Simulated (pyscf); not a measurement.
PySCF, gas phase, ωB97X-D3(BJ)/def2-SVP geometries.

SMILES: [NH2][Mo]([F])([F])([F])([F])[SH]
```xyz
10

N      1.4284     0.2420    -0.6648
Mo    -0.3283     0.6285     0.0121
F     -0.7747     1.9509    -1.1992
F     -0.7796    -0.6705    -1.2077
F     -0.3810    -0.5904     1.3896
F      0.6446     1.8212     1.0208
S     -2.4636     1.0992     0.9034
H      1.6067    -0.4454    -1.3971
H      2.2717     0.7229    -0.3525
H     -2.8051     2.0806     0.0451
```
Charge 0, spin multiplicity 1.

**Question.** How much does it cost (ΔH, 298 K, ωB97M-D3(BJ)/def2-TZVP) to split H₂N–Mo(F)(F)(F)(F)–SH at its Mo–N bond into NH₂• + [F–Mo(F)(F)(F)–SH]•?

**Answer.** Mo–N to NH₂• + [F–Mo(F)(F)(F)–SH]•: 33.2 kcal/mol. The 7 functionals that were run give +31.8 (M06-2X) to +49.9 kcal/mol (PBE). The radicals are drawn with the spin at the cut bond; how far it spreads was not checked. Other isomers of [F–Mo(F)(F)(F)–SH]• were not searched in full and may lie lower. Open-shell species with a d-block atom are single-reference here; other states, and whether the spin sits on metal or ligand, were not checked. Elements past Kr carry the def2 core potentials, without spin-orbit coupling.
